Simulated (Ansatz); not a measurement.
This Ansatz (an electronic-structure program) input (r2SCAN/aug-pcseg-1) gives -77.25868 Eh with 64 basis functions. A basis named .json is the Basis Set Exchange file of that set (core-valence sets with the plain set on hydrogen).

Ansatz 0.2 input:
```yaml
crystal:
  periodic: [false, false, false]
  atoms:
    - {symbol: C, position_ang: [-0.00000000, -0.00000000, -0.59839493]}
    - {symbol: C, position_ang: [0.00000000, 0.00000000, 0.59839493]}
    - {symbol: H, position_ang: [0.00000000, 0.00000000, 1.66106699]}
    - {symbol: H, position_ang: [-0.00000000, -0.00000000, -1.66106699]}
basis:
  gaussian:
    orbitals: aug-pcseg-1.json
hamiltonian:
  xc: {name: r2SCAN}
magnetization: {spin_polarized: false}
```

Change:
```diff
- orbitals: aug-pcseg-1.json
+ orbitals: cc-pVDZ
```

Problem. What does the run give now?

Solution. -77.27799 Eh (r2SCAN/cc-pVDZ, 38 functions), a change of -19.31 mEh.
